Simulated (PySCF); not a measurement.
A geometry optimisation, step by step.

BClH5N.
Atom-mapped SMILES: `[NH3+:1][BH2-:2][Cl:3]` (hydrogens: H4, H5, H6 on N1; H7, H8 on B2)

Computed by this run: PBE0-D3(BJ)/def2-SVP geometry optimisation, gas phase (PySCF); density fitting, grid level 1; the optimiser is geomeTRIC in internal coordinates, started from a GFN2-xTB structure with every atom displaced at random (about 0.01 Å). The frame can shift and turn from step to step; on so coarse a grid that alone can change the energy by a few meV, and forces under 0.02 eV/Å are noise.

Step 0: E = -14759.6631 eV, largest atomic force 2.409 eV/Å
```
atom  x, y, z in Å  |  force x, y, z in eV/Å
N1      0.839    0.149    0.062   -1.621   1.743  -0.370
B2     -0.724   -0.354   -0.153    0.400   0.773   0.457
Cl3    -1.692    1.063    0.533   -0.113   0.220   0.116
H4      0.977    0.360    1.047    0.176  -0.119   0.186
H5      1.499   -0.508   -0.281    0.992  -0.789  -0.374
H6      0.908    1.058   -0.448    0.167  -0.879   0.408
H7     -0.856   -1.326    0.506   -0.028  -0.774   0.399
H8     -0.896   -0.460   -1.318    0.026  -0.175  -0.821
```

Step 1: E = -14759.6927 eV, largest atomic force 0.872 eV/Å
```
atom  x, y, z in Å  |  force x, y, z in eV/Å
N1      0.786   -0.022    0.173    0.788  -0.373  -0.002
B2     -0.754   -0.103   -0.305   -0.053  -0.045  -0.102
Cl3    -1.547    1.388    0.456    0.001   0.002   0.018
H4      0.802   -0.125    1.184   -0.037  -0.179   0.306
H5      1.368   -0.775   -0.226   -0.366   0.157   0.153
H6      1.302    0.841    0.011   -0.222   0.403  -0.374
H7     -1.113   -1.146    0.217   -0.177   0.019  -0.121
H8     -0.781   -0.087   -1.526    0.067   0.018   0.121
```

Step 2: E = -14759.7371 eV, largest atomic force 0.358 eV/Å
```
atom  x, y, z in Å  |  force x, y, z in eV/Å
N1      0.800   -0.026    0.184    0.281  -0.057   0.214
B2     -0.748   -0.113   -0.297   -0.029  -0.019  -0.027
Cl3    -1.538    1.382    0.461    0.006   0.026   0.024
H4      0.829   -0.126    1.202    0.012   0.021  -0.044
H5      1.368   -0.778   -0.217   -0.091   0.029  -0.004
H6      1.261    0.865   -0.030   -0.223  -0.043  -0.107
H7     -1.159   -1.152    0.192   -0.003   0.020  -0.049
H8     -0.748   -0.081   -1.513    0.046   0.023  -0.007
```

Step 3: E = -14759.7490 eV, largest atomic force 0.138 eV/Å
```
atom  x, y, z in Å  |  force x, y, z in eV/Å
N1      0.803   -0.033    0.196   -0.050  -0.037   0.123
B2     -0.745   -0.119   -0.292    0.000  -0.027   0.019
Cl3    -1.525    1.379    0.472   -0.006   0.008   0.004
H4      0.850   -0.116    1.215    0.015   0.066  -0.058
H5      1.365   -0.781   -0.212    0.040  -0.021  -0.045
H6      1.208    0.869   -0.061    0.000  -0.013  -0.001
H7     -1.177   -1.159    0.171    0.001  -0.001  -0.012
H8     -0.714   -0.071   -1.507   -0.001   0.026  -0.030
```

Step 4: E = -14759.7499 eV, largest atomic force 0.054 eV/Å
```
atom  x, y, z in Å  |  force x, y, z in eV/Å
N1      0.803   -0.035    0.200   -0.048  -0.023   0.011
B2     -0.745   -0.122   -0.292    0.000  -0.013   0.007
Cl3    -1.527    1.375    0.475   -0.002   0.001   0.005
H4      0.856   -0.107    1.218    0.005   0.030  -0.003
H5      1.367   -0.781   -0.210    0.018  -0.002  -0.008
H6      1.201    0.868   -0.067    0.016  -0.004  -0.001
H7     -1.182   -1.163    0.164    0.009  -0.003  -0.005
H8     -0.710   -0.066   -1.507    0.002   0.015  -0.006
```

Step 5: E = -14759.7502 eV, largest atomic force 0.033 eV/Å
```
atom  x, y, z in Å  |  force x, y, z in eV/Å
N1      0.802   -0.035    0.201   -0.010   0.003  -0.031
B2     -0.745   -0.125   -0.292    0.004  -0.002   0.000
Cl3    -1.530    1.369    0.479   -0.003  -0.005   0.004
H4      0.857   -0.097    1.220   -0.003   0.003   0.014
H5      1.370   -0.780   -0.206   -0.001   0.001   0.015
H6      1.198    0.867   -0.071    0.010  -0.002  -0.003
H7     -1.180   -1.168    0.159    0.005  -0.005  -0.004
H8     -0.707   -0.061   -1.508   -0.002   0.007   0.006
```

Step 6: E = -14759.7503 eV, largest atomic force 0.047 eV/Å
```
atom  x, y, z in Å  |  force x, y, z in eV/Å
N1      0.801   -0.033    0.202    0.018   0.020  -0.039
B2     -0.744   -0.127   -0.293    0.003   0.005  -0.002
Cl3    -1.536    1.361    0.484   -0.002  -0.008   0.004
H4      0.856   -0.087    1.221   -0.008  -0.011   0.015
H5      1.372   -0.779   -0.200   -0.013  -0.001   0.023
H6      1.197    0.867   -0.075    0.002   0.000  -0.005
H7     -1.176   -1.175    0.152    0.002  -0.006  -0.004
H8     -0.706   -0.056   -1.508   -0.002   0.000   0.009
```

Step 7: E = -14759.7506 eV, largest atomic force 0.066 eV/Å
```
atom  x, y, z in Å  |  force x, y, z in eV/Å
N1      0.800   -0.028    0.202    0.048   0.034  -0.030
B2     -0.743   -0.132   -0.296   -0.002   0.012  -0.002
Cl3    -1.549    1.341    0.495   -0.001  -0.009   0.001
H4      0.851   -0.067    1.222   -0.013  -0.021   0.010
H5      1.376   -0.777   -0.186   -0.021  -0.005   0.021
H6      1.198    0.869   -0.084   -0.007   0.001  -0.005
H7     -1.165   -1.187    0.139   -0.001  -0.006  -0.004
H8     -0.704   -0.048   -1.510   -0.003  -0.007   0.007
```

Step 8: E = -14759.7507 eV, largest atomic force 0.051 eV/Å
```
atom  x, y, z in Å  |  force x, y, z in eV/Å
N1      0.800   -0.022    0.203    0.043   0.025  -0.010
B2     -0.741   -0.136   -0.299   -0.007   0.011   0.000
Cl3    -1.561    1.323    0.504    0.000  -0.006  -0.001
H4      0.845   -0.050    1.223   -0.010  -0.015   0.003
H5      1.379   -0.776   -0.174   -0.016  -0.004   0.010
H6      1.199    0.872   -0.091   -0.009   0.001  -0.002
H7     -1.153   -1.199    0.128   -0.001  -0.005  -0.003
H8     -0.703   -0.042   -1.512   -0.001  -0.007   0.003
```

Step 9: E = -14759.7507 eV, largest atomic force under 0.02 eV/Å
```
atom  x, y, z in Å  |  force x, y, z in eV/Å
N1      0.801   -0.018    0.203    0.017   0.007   0.004
B2     -0.740   -0.137   -0.300   -0.006   0.005   0.001
Cl3    -1.568    1.314    0.507    0.001  -0.003  -0.002
H4      0.840   -0.044    1.224   -0.003  -0.004  -0.001
H5      1.380   -0.774   -0.168   -0.005  -0.001   0.000
H6      1.200    0.875   -0.093   -0.004   0.001   0.000
H7     -1.146   -1.204    0.123    0.000  -0.002  -0.001
H8     -0.702   -0.040   -1.513    0.001  -0.004  -0.001
```

Problem. Summarise the path.

Solution. The energy falls by 2.02 kcal/mol from step 0 to step 9; nine tenths of that is first reached at step 3. It falls at every step. The largest force goes from 2.409 to under 0.02 eV/Å. Among the bonds B2–H7 changes most, from 1.181 to 1.217 Å; the atoms move by 0.035 Å rms after alignment.

Problem. Follow the three bonds and two angles with the largest change from start to end.

Solution. 
```
step  E above end (kcal/mol)  largest force (eV/Å)  B2–H7 (Å)  B2–H8 (Å)  N1–B2 (Å)  B2–N1–H6 (°)  H4–N1–H5 (°)
   0                    2.02                 2.409      1.181      1.182      1.656         105.3         112.5
   1                    1.34                 0.872      1.221      1.221      1.615         118.6         107.5
   2                    0.31                 0.358      1.220      1.217      1.624         114.4         107.6
   3                    0.04                 0.138      1.218      1.216      1.625         110.4         108.3
   4                    0.02                 0.054      1.218      1.217      1.626         109.8         108.6
   5                    0.01                 0.033      1.217      1.218      1.626         109.7         108.8
   6                    0.01                 0.047      1.217      1.218      1.625         109.7         108.9
   7                    0.00                 0.066      1.217      1.218      1.624         109.8         108.9
   8                    0.00                 0.051      1.217      1.218      1.624         110.0         108.8
   9                    0.00            under 0.02      1.217      1.217      1.624         110.2         108.7
```

What follows is the cost of the whole optimisation. Time: 12 s wall; peak memory 0.31 GiB. Hardware: Arm Neoverse V2, one thread, shared host.
